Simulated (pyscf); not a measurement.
ZnH₂ + NH₃ -> H₂N–ZnH + H₂, a four-centre exchange (singlet surface; H–Zn, H–N broken, N–Zn, H–H formed). Single points on ωB97X-D3(BJ)/def2-SVP structures (PySCF, gas phase). Energies in eV from the separated reactants.

Small-basis levels: PySCF, no dispersion term, spherical d functions. AM1 to PM7: differences of heats of formation from MOPAC, which are fitted to 298 K values and so differ in kind from electronic energies by zero-point and thermal terms. GFN2-xTB: tblite. Cost: rough CPU time at the saddle relative to B3LYP/6-31G*+LANL2DZ, from one job on a shared machine.

```
level                    barrier  reaction energy        cost
-----------------------  -------  ---------------  ----------
HF/STO-3G                   1.16            -2.30         0.1
SVWN5/6-31G*+LANL2DZ         ___            -0.20           1
BP86/6-31G*+LANL2DZ         0.60            -0.13           2
PBE/6-31G*+LANL2DZ          0.55            -0.13           2
B3LYP/LANL2DZ               0.49            -0.38         0.9
B3LYP/6-311+G**+LANL2DZ     0.86             0.00           1
GFN2-xTB                     ___            +0.93  under 0.02
AM1                         1.39            +0.28  under 0.02
PM6                         0.11            -2.55  under 0.02
ωB97M-D3(BJ)/def2-TZVP       ___            +0.05           –
```

**Question.** What belongs in the gaps?

**Answer.** 
- SVWN5/6-31G*+LANL2DZ, barrier: 0.15
- GFN2-xTB, barrier: 1.50
- ωB97M-D3(BJ)/def2-TZVP, barrier: 1.12

Against the last row the barrier runs from -1.01 (PM6) to +0.38 eV (GFN2-xTB). ωB97M-D3(BJ)/def2-TZVP has limits of its own. On the reactant side the descent ends in an adduct with a N–Zn contact, 0.57 eV under the separated species and 1.63 eV under the saddle at ωB97X-D3(BJ)/def2-TZVP. What is counted as formed (N–Zn) is already present as a longer contact in the reactant adduct; forming that adduct is a step of its own. At the saddle there is also a short H–Zn contact that neither side keeps. This is the saddle that the search found; another between the same sides may lie lower. In the def2 sets elements up to Kr have no core potential.
